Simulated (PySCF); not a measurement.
Species: C₄H₅NO.
Atom-mapped SMILES: `[CH3:1][C:2]#[C:3][C:4]([NH2:5])=[O:6]` (hydrogens: H7, H8, H9 on C1; H10, H11 on N5)

Torsions of this conformer, `[CH3:1][C:2]#[C:3][C:4]([NH2:5])=[O:6]`: H–N5–C4–C3 180°, H–N5–C4–C3 0°.

The closed-shell ground state was solved at several levels (PySCF, density fitting, gas phase, non-relativistic). Geometry: PBE0-D3(BJ)/def2-SVP; no solvent, vibrations or thermal averaging.

| level | basis functions | HOMO (eV) | LUMO (eV) | gap (eV) | dipole (D) |
| --- | --- | --- | --- | --- | --- |
| B3LYP/pcJ-1 | 212 | -7.20 | -0.78 | 6.42 | 4.34 |
| HF/pcSseg-2 | 286 | -10.82 | 2.32 | 13.14 | 4.73 |
| PBE0/pcSseg-1 | 127 | -7.49 | -0.58 | 6.91 | 4.36 |

Q: What might PBE0/def2-SVPD (163 basis functions) give for the same quantities?

A: HOMO -7.58 eV, LUMO -0.75 eV, gap 6.83 eV, dipole 4.39 D.

Q: Over all these levels, which gives the widest orbital gap and which the narrowest?

A: HF/pcSseg-2 (Hartree–Fock, all exact exchange) has the widest, 13.14 eV, and B3LYP/pcJ-1 (global hybrid, 20 % exact exchange) the narrowest, 6.42 eV. Functional and basis both differ between the two, so the spread mixes both effects. The HOMO need not be the same orbital at Hartree–Fock and at DFT levels.

Q: How far do the dipole and the HOMO energy spread over the levels?

A: The dipole runs from 4.34 to 4.73 D (mean 4.46 D) and the HOMO from -10.82 to -7.20 eV.
